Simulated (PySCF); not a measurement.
C₄H₃ClO, SMILES Clc1ccoc1, point group Cs.

Force field and properties: PBE0/pcSseg-1 (PySCF, grid level 2). Vibrational terms come from second-order perturbation theory with semi-diagonal cubic constants, by steps of ±0.6 along the normal coordinates of each isotopologue. The parent has the commonest isotopes.

Equilibrium geometry (Å):

```
atom        x        y        z
 Cl1   2.6304   0.3595   0.1071
  C2   0.9439   0.0446   0.0252
  C3  -0.0978   1.0170   0.0537
  C4  -1.2467   0.3042  -0.0357
  O5  -0.9870  -1.0191  -0.1160
  C6   0.3546  -1.1730  -0.0783
  H7   0.0108   2.0900   0.1303
  H8  -2.2910   0.5819  -0.0543
  H9   0.7370  -2.1812  -0.1329
```

Question: Give the equilibrium and ground-state rotational constants (MHz) of parent; ¹³C at 2.

Answer: 
| species | Ae | Be | Ce | A0 | B0 | C0 | Δ0 (u Å²) | harmonic ZPE (cm⁻¹) |
| --- | --- | --- | --- | --- | --- | --- | --- | --- |
| parent | 9407.4 | 2035.5 | 1673.4 | 9334.1 | 2026.9 | 1664.8 | 0.095 | 13476 |
| ¹³C at 2 | 9407.4 | 2035.1 | 1673.2 | 9334.4 | 2026.6 | 1664.6 | 0.094 | 13426 |

Δ0 = Ic − Ia − Ib from the ground-state constants.

Question: How is the parent's vibrational correction B0 − Be made up?

Answer: 
| axis | harmonic | Coriolis | cubic | total (MHz) |
| --- | --- | --- | --- | --- |
| a | 11.2 | -7.73 | -76.8 | -73.3 |
| b | 1.46 | -0.442 | -9.64 | -8.63 |
| c | 0.471 | -0.198 | -8.95 | -8.67 |

Question: And its quartic centrifugal distortion constants from the harmonic force field?

Answer: Asymmetric top, A reduction, Ir representation: ΔJ = 0.104 kHz, ΔJK = 1.2 kHz, ΔK = 1.97 kHz, δJ = 0.0194 kHz, δK = 0.85 kHz.

Question: Which nuclear quadrupole couplings χaa, χbb, χcc (MHz) does the parent show, at equilibrium and averaged?

Answer: 35Cl at 1: -79.0, 40.9, 38.1 and -78.5, 40.7, 37.8.
